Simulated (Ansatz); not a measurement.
bcc W, treated with RPBE in Ansatz (PAW).

Numerical settings: plane-wave cutoff 520 eV, 28×28×28 k mesh, Fermi–Dirac smearing 0.086 eV (set by the program), no spin polarisation, scalar-relativistic PAW data made under PBE.

Computed at the level's own relaxed cell.

Hill averages of the elastic tensor: K = 292.8 GPa, G = 142.9 GPa. Volume 16.334 Å³/atom, mean atomic mass 183.840 u.

Task: Work out the density, the sound velocities of a polycrystal and the elastic Debye temperature, and Pugh's ratio at this level.

Result: ρ = 1.66054 × 183.840/16.334 = 18.689 g/cm³. v_l = √[(K + 4G/3)/ρ] = 5.085 km/s and v_t = √(G/ρ) = 2.765 km/s. The mean follows from 3/v_m³ = 1/v_l³ + 2/v_t³: v_m = 3.085 km/s. Θ_D = (ħ/k_B) v_m (6π²/V)^(1/3) = 76.38 K Å s/km × 3.085 × 1.5362 Å⁻¹ = 362 K, counting all atoms of the cell. K/G = 2.05, to be set beside Pugh's rough bound of 1.75 between brittle and ductile metals.

Note: shear constants of such metals converge slowly with the k mesh.

Ansatz is a program for electronic structure.
